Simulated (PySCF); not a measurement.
**B: ionisation energy**

B [He] 2s2 2p1 (2P) → B⁺ [He] 2s2 (1S), as a difference of total energies. Computed with PySCF 2.14 in 6-31G* (3s2p1d, 14 functions), with the non-relativistic Hamiltonian (point nucleus). Correlated levels: valence: 1s2 frozen. The calculations carry no spin-orbit coupling.

```
           method  ionisation energy (eV)
              UHF                   7.835
             MN15                   7.925
            M06-L                   8.529
    MP2 (valence)                   7.909
SCS-MP2 (valence)                   7.870
   CCSD (valence)                   7.770
CCSD(T) (valence)                   7.791
```

Errors of the correlated levels include the incompleteness of this basis and the frozen core.

The coupled-cluster amplitudes are large for B⁺ (T1 above 0.03 or a double amplitude above 0.15), so a single reference is strained.

Which method comes closest to the reference value, and which is furthest?

The reference is 8.297 eV (measured; NIST levels, between the centres of gravity of the two terms). Closest: M06-L (error 0.232 eV); furthest: CCSD (valence) (error -0.527 eV).
